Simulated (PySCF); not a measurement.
Compound: trans-1-chloro-2-fluoroethylene, C2H2ClF.
Z-matrix (Å and degrees, PBE0-D3(BJ)/def2-SVP geometry), rows numbered from 1:
```
F 
C   1  1.3260
C   2  1.3308  1  121.20
Cl  3  1.7186  2  121.68  1  -179.98
H   2  1.0936  1  114.23  3  -179.97
H   3  1.0919  2  122.15  1     0.04
```

Level: PBE0/pcSseg-1 and CAM-B3LYP/def2-SVPD in PySCF, non-relativistic, on one gas-phase PBE0-D3(BJ)/def2-SVP geometry that isn't relaxed in the solvent. The solvent is an IEF-PCM continuum (van der Waals radii × 1.2). Specific hydrogen bonds and non-electrostatic terms are outside this model.

Gas phase at PBE0/pcSseg-1: HOMO -7.46 eV, LUMO -0.16 eV, dipole 0.25 D.

Task: What does the continuum do to the energy, the frontier levels and the dipole at PBE0/pcSseg-1 in chloroform and acetone?

Result: 
```tsv
solvent	ε	E(solvent) − E(gas) (kcal/mol)	polarisation term (kcal/mol)	distortion of the solute (kcal/mol)	HOMO (eV)	LUMO (eV)	dipole (D)
chloroform	4.711	-1.74	-1.87	0.13	-7.37	-0.01	0.33
acetone	20.49	-2.29	-2.50	0.21	-7.35	0.02	0.36
```

Polarisation term: ½ Σ q·V over the induced surface charges. Distortion: the rise of the solute's own energy as its density leaves the gas-phase optimum. From chloroform to acetone the lowering changes by a factor 1.32, Onsager's factor (ε − 1)/(2ε + 1) by 1.30 and ε itself by 4.3.

Task: Which Hirshfeld charges (PBE0/pcSseg-1) respond most in acetone (means over atoms taken as equivalent)?

Result: 
```json
{"atoms": "Cl4", "environment": "vinyl chlorine", "gas (e)": "-0.027", "solvent (e)": "-0.040", "change": "-0.013"}
{"atoms": "H5", "environment": "vinylic hydrogen", "gas (e)": "+0.063", "solvent (e)": "+0.073", "change": "+0.010"}
{"atoms": "H6", "environment": "vinylic hydrogen", "gas (e)": "+0.060", "solvent (e)": "+0.069", "change": "+0.009"}
{"atoms": "F1", "environment": "vinyl fluorine", "gas (e)": "-0.072", "solvent (e)": "-0.079", "change": "-0.007"}
{"atoms": "C2", "environment": "vinylic C–F carbon", "gas (e)": "+0.037", "solvent (e)": "+0.040", "change": "+0.003"}
{"atoms": "C3", "environment": "vinylic C–Cl carbon", "gas (e)": "-0.062", "solvent (e)": "-0.063", "change": "-0.001"}
```

Task: Which Mayer bond orders change most in acetone?

Result: 
| bond | length (Å) | gas | solvent | change |
| --- | --- | --- | --- | --- |
| C3–Cl4 | 1.719 | 1.018 | 0.999 | -0.019 |
| F1–C2 | 1.326 | 0.967 | 0.956 | -0.011 |
| C3–H6 | 1.092 | 0.920 | 0.912 | -0.008 |
| C2–C3 | 1.331 | 1.834 | 1.841 | +0.007 |
| C2–H5 | 1.094 | 0.959 | 0.956 | -0.003 |

Task: How do the nuclear quadrupole coupling constants eQVzz/h respond in acetone?

Result: 
```json
{"nucleus": "35Cl at Cl4", "Q (barn)": "-0.0817", "gas (MHz)": "-78.25", "solvent (MHz)": "-76.86", "η gas": "0.06", "η solvent": "0.07"}
```

Gas phase at CAM-B3LYP/def2-SVPD: HOMO -8.86 eV, LUMO 0.77 eV, dipole 0.15 D.

Task: What does the continuum do to the energy, the frontier levels and the dipole at CAM-B3LYP/def2-SVPD in chloroform and acetone?

Result: 
| solvent | ε | E(solvent) − E(gas) (kcal/mol) | polarisation term (kcal/mol) | distortion of the solute (kcal/mol) | HOMO (eV) | LUMO (eV) | dipole (D) |
| --- | --- | --- | --- | --- | --- | --- | --- |
| chloroform | 4.711 | -1.87 | -2.03 | 0.16 | -8.76 | 0.95 | 0.19 |
| acetone | 20.49 | -2.46 | -2.73 | 0.27 | -8.74 | 0.99 | 0.22 |

Task: How does the static polarisability (CAM-B3LYP/def2-SVPD, frozen core, with the continuum's full static response) change?

Result: 
```tsv
medium	isotropic (au)	principal values (au)	⟨r²⟩ of the electrons (bohr²)
gas	40.3	29.0, 36.6, 55.3	445.8
chloroform	48.6	34.9, 44.2, 66.7	445.9
acetone	51.8	37.6, 47.3, 70.5	446.0
```

The isotropic value in acetone is 1.28 times the gas-phase one; no cavity-field correction is applied. ⟨r²⟩ is taken about the centre of nuclear charge.

Rough CPU time on one thread of a shared machine: about 7 s. This is the whole shielding run at PBE0/pcSseg-1 in acetone, SCF included.
